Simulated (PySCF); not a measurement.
# C2HF: magnetic properties

Computed with PySCF 2.14.0 and routines of our own; the level stands in each step. Atoms count from 0.

## Step 1: The starting structure

4 atoms, charge 0, multiplicity 1; geometry from: GFN2-xTB.

## Step 2: Relaxing the molecule at PBE0-D3(BJ)/def2-SVP

Job settings and geometry (Å):

```
{"job": {"xc": "PBE0", "basis": "def2-SVP", "d3": "d3bj", "grid": 1, "kind": "geom"}, "charge": 0, "multiplicity": 1}
C     -0.623710     0.024568    -0.031240
C      0.515926    -0.018435    -0.379648
F      1.742514    -0.066542    -0.754104
H     -1.624497     0.065182     0.270498
```

On the command line:

```
$ OMP_NUM_THREADS=1 python excited_run.py task.json out
```

The driver reads the jobs from task.json and runs them one after another.

**Question.** How long does this first job take on 1 thread of Arm Neoverse V1, shared host, and how much memory does it need?

About 3.2 s, with a peak of 0.24 GiB.
